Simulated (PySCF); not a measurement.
Consider hydroxymethylide, `[CH2-]O` ([CH3O]-). Numbering: `[CH2-:1][OH:2]`

Energies: M06-2X/ma-def2-TZVP (PySCF, density fitting, integration grid level 3) on PBE0-D3(BJ)/ma-def2-SVP structures. Zero-point and thermal terms (298.15 K, 1 bar) come from unscaled PBE0-D3(BJ)/ma-def2-SVP harmonic frequencies, with soft modes damped to free rotors in the entropy.

(1) What are the vertical and the adiabatic detachment energy for forming the radical?

(2) Where does the unpaired spin of the relaxed radical sit?

(3) How far is −ε(HOMO) from the vertical value by ΔSCF?

Answers

(1) 0.49 eV vertical and -0.27 eV adiabatic, the latter with zero-point energy.

(2) C1 (anionic carbon) 0.91, O2 (hydroxyl oxygen) 0.15 (intrinsic atomic orbital populations).

(3) −ε(HOMO) = -0.47 eV, which is 0.96 eV below the ΔSCF value.

Caveats: the parent anion holds its electron weakly or not at all, so the values hang on the basis.

---

Consider `FCF` (CH2F2). Optimised structure (Å), atoms numbered from 1:
```
F    -1.0812   -0.7287   -0.0716
C     0.0025    0.0634    0.0011
F     1.1102   -0.6881   -0.1203
H     0.0151    0.5657    0.9846
H    -0.0293    0.7923   -0.8281
```

Computed at PBE0-D3(BJ)/ma-def2-TZVP // PBE0-D3(BJ)/def2-SVP with PySCF (density fitting, grid level 2). The prefix ma- adds one diffuse s and one diffuse p function on all atoms but H. Thermal corrections: PBE0-D3(BJ)/def2-SVP frequencies, unscaled, ideal gas at 298.15 K and 1 bar, quasi-RRHO entropy.

What are the vertical and the adiabatic ionisation energy for forming the radical cation?

12.86 eV vertical and 12.25 eV adiabatic, the latter with zero-point energy.

How far is −ε(HOMO) from the vertical value by ΔSCF?

−ε(HOMO) = 9.86 eV, which is 2.99 eV below the ΔSCF value.

Differences come from unrounded values, so a last digit can differ from that of the printed terms.

---

Consider hydrosulfide, `[SH-]` ([SH]-). Non-hydrogen atoms are numbered in `[SH-:1]`.

Computed at M06-2X/ma-def2-TZVP // PBE0-D3(BJ)/ma-def2-SVP with PySCF (density fitting, grid level 3). Zero-point and thermal terms (298.15 K, 1 bar) come from unscaled PBE0-D3(BJ)/ma-def2-SVP harmonic frequencies, with soft modes damped to free rotors in the entropy.

Q: What are the vertical and the adiabatic detachment energy for forming the radical?

A: 2.30 eV vertical and 2.30 eV adiabatic, the latter with zero-point energy.

Q: Where does the unpaired spin of the relaxed radical sit?

A: S1 (sulfur) 1.02 (intrinsic atomic orbital populations).

Q: How far is −ε(HOMO) from the vertical value by ΔSCF?

A: −ε(HOMO) = 1.11 eV, which is 1.19 eV below the ΔSCF value.
